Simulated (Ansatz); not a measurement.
Ansatz (a first-principles code) input (r2SCAN/6-311++G(3df,3pd)): A basis named .json is the Basis Set Exchange file of that set (core-valence sets with the plain set on hydrogen).

Ansatz 0.2 input:
```yaml
crystal:
  periodic: [false, false, false]
  atoms:
    - {symbol: S, position_ang: [-0.00000000, -0.00000000, -0.07935692]}
    - {symbol: H, position_ang: [0.00000000, 0.00000000, 1.26971067]}
basis:
  gaussian:
    orbitals: 6-311++G_3df_3pd_.json
hamiltonian:
  xc: {name: r2SCAN}
total_charge: -1
magnetization: {spin_polarized: false}
```

Output:

```
Functional definition: r2SCAN
integrals: 0.01 GiB planned
376 factors; their error is unknown
mean field: 0.11 GiB planned
mean field evaluation 1: about -10851.4258 eV, gradient 1.7e1 eV
mean field evaluation 2: about -10850.6571 eV, gradient 2.5e1 eV
mean field evaluation 4: about -10852.1412 eV, gradient 6.7e-1 eV
mean field evaluation 8: about -10852.1352 eV, gradient 7.4e-2 eV
mean field -10852.13520011 eV, -398.8086127626 hartree, gradient 4.1e-5 eV, S^2 0.000000; 0 other end points of the search recorded, 0 dependent functions left out
reference -10852.13521123 eV, -398.8086131712 hartree; 9, 9 occupied and 56, 56 virtual orbitals, 376 factors
Total energy: -10852.13521123 eV, -398.8086131712 hartree
```
